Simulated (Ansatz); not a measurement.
# BHO: the cost of one run

Computed with Ansatz 0.2.0, Gaussian basis. Level: def2-QZVPP, all electrons in the functionals, frozen cores in the correlation of double hybrids and RPA.

The runs, in order: wB97M-V, B2PLYP, at charge 0, triplet; charge 0, singlet; charge 0, quintet; charge 1, doublet; charge 1, quartet.

2 further runs of the same task are left out: 2 set aside as unsound or not needed.

### Step 1. The geometry

The geometry is a PBE0/def2-TZVP stationary point (not a proven minimum).

3 atoms, charge 0, spin multiplicity 3.

Atoms are counted from 1 here; the program's logs count them from 0.

Bond lengths: B1–O2 1.342 Å, B1–H3 1.222 Å. Angles: O2–B1–H3 107.9°.

No dispersion term is added; wB97M-V holds VV10 nonlocal correlation.

The geometry shown and the zero of energy belong to the point charge 0, triplet. The yardstick, UCCSD(T), and other wave-function levels (R restricted, U unrestricted, valence and pair active spaces) come from earlier runs.

### Step 2. wB97M-V, charge 0, triplet

in.yaml reads:

```yaml
crystal:
  periodic: [false, false, false]
  atoms:
    - {symbol: B, position_ang: [0.000000, -0.203796, 0.731699]}
    - {symbol: O, position_ang: [0.000000, 0.084016, -0.579305]}
    - {symbol: H, position_ang: [0.000000, 0.852259, 1.347434]}
basis:
  gaussian: {orbitals: "def2-QZVPP.json"}
magnetization: {spin_polarized: true, initial_magnetization: 2}
hamiltonian: {xc: {name: wB97M-V}}
output: {orbitals: {seedname: orbitals}}
```

The run is started by

```console
ansatz run in.yaml --threads 1 --pin off --events-out ev --progress --plain --max-ram 2393MiB
```

What time and memory should one allow on 1 thread of Arm Neoverse V1, shared host?

About 15 s, with a peak of 0.3 GiB.
